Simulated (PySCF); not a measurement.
# CH7PSi: the cost of one run

The runs use PySCF 2.14.0, with density-fitted response routines of our own; the level of theory stands in each step. All values are computed, except where a source is named. Atoms count from 0, in the outputs and in this text.

### 1 The molecule as given

10 atoms, charge 0, multiplicity 1; geometry from: PBE0-D3(BJ)/def2-SVP.

Bonds of the start (Å): C0–Si1 1.88, Si1–P2 2.27, C0–H3 1.10, C0–H4 1.10, C0–H5 1.10, Si1–H6 1.50, Si1–H7 1.50, P2–H8 1.43, P2–H9 1.43.

### 2 Spin-spin couplings: B3LYP/def2-TZVP

Job settings and geometry (Å):

```
{"job": {"kind": "j", "xc": "B3LYP", "basis": "def2-TZVP"}, "charge": 0, "multiplicity": 1}
C     -1.563039    -0.454418    -0.201553
Si    -0.054606     0.665652    -0.148343
P      1.622601    -0.422733     0.929086
H     -2.424422     0.068473    -0.644900
H     -1.839776    -0.776078     0.814040
H     -1.359918    -1.352439    -0.804820
H      0.341764     1.074005    -1.533108
H     -0.344139     1.906819     0.635147
H      1.916514    -1.265641    -0.187985
H      2.616815     0.541882     0.577617
```

Level: B3LYP/def2-TZVP indirect spin-spin coupling, non-relativistic, gas phase.

Run with:

```console
> OMP_NUM_THREADS=1 python probes_run.py task.json out
```

One launch serves the whole session: the jobs run in the order shown.

Q: Estimate the wall time and peak memory of this first job on 1 thread of Arm Neoverse V2, shared host.

About 8.8 s, with a peak of 0.65 GiB.
